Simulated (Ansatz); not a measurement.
Two shapes of doublet H₂O(+).

Shape 1:

```xyz
3

O     0.0008    0.0480   -0.1307
H    -0.0138    0.7737    0.4560
H    -0.0113   -0.8068    0.5142
```

Shape 2:

```xyz
3

O     0.0000    0.0000   -0.1075
H     0.0000    0.7548    0.4300
H     0.0000   -0.7548    0.4300
```

Basis set: cc-pVTZ (spherical functions). Frozen core: 1 orbital. Charge 1, multiplicity 2.

Computed with Ansatz (development build ahead of 0.2.0); each method stands on the lowest determinant of its kind that the runs found.

**Question.** Which shape is lower in energy, and by how much in each method?

**Answer.**

| method | E(2) − E(1) (eV) |
| --- | --- |
| UHF | -0.077 |
| UHF-MP2 | 0.045 |

The methods disagree on the order.
